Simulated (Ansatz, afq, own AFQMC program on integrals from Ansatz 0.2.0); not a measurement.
**AlGeH₂, quartet: AFQMC among the cluster methods**

```xyz
4

Ge   -0.0108    0.0000    0.6644
Al   -0.0327    0.0000   -1.7631
H     0.8273   -1.0534   -0.3408
H     0.8273    1.0534   -0.3408
```

Connectivity, by distances: Ge–Al, 2 bridging H.

Basis aug-cc-pVDZ. Noble-gas cores (and the filled d shells of Ga–Kr and In–Xe) are frozen. AFQMC by an in-house program on the Cholesky factors that Ansatz 0.2.0 writes for its CCSD(T) run. ph-AFQMC/CISD is guided by a CISD state made of CCSD amplitudes; releasing the constraint for a short imaginary time cuts its bias at the price of noise, slowly where states lie close. ± is one standard error of the sampling. No spin–orbit coupling.

Determinant: ROHF, the one that the program's search chose, which needn't be the lowest solution. The geometry is a PBE0/def2-TZVP stationary point of this or a neighbouring charge and spin state.

No full CI on the walks' own integrals is used here; CCSDT(Q) serves as the reference and is uncertain by about the last step of the cluster series.

Cautions: no relativity below Rb; no spin-orbit coupling; inner d shell frozen; another spin lies lower (by 3.40 eV); raised T1 diagnostic (T1 0.042, weight of the determinant 0.86, largest double 0.03).

- T1 diagnostic: 0.0418
- weight of the determinant in the CISD state: 0.857
- size of the correlated space: 9 electrons in 62 orbitals

Reference: CCSDT(Q), correlation energy -4.530 eV. The released energy is read at 2.40 1/Eh (meV from the phaseless value at times in 1/Eh: -7 ± 3 at 0.24, -6.9 ± 2.0 at 0.51, -11.8 ± 2.0 at 0.99, -14 ± 3 at 1.62, -15 ± 3 at 2.40).

```csv
level,E − E(reference) (kJ/mol),share of correlation (%)
HF,437.1,0.00
MP2,104.7,76.04
CCSD,22.9,94.76
CCSD(T),5.4,98.76
CCSDT,1.0,99.77
ph-AFQMC/CISD,2.3 ± 0.4,99.47
released AFQMC,0.9 ± 0.3,99.79
```

A walk keeps the symmetry of its determinant, which the program's search chose and which needn't be the lowest solution, so a lower state of the same spin and another symmetry isn't excluded. Released energies are given only where the last usable release times agree within the noise; a slower fall can still hide under it.
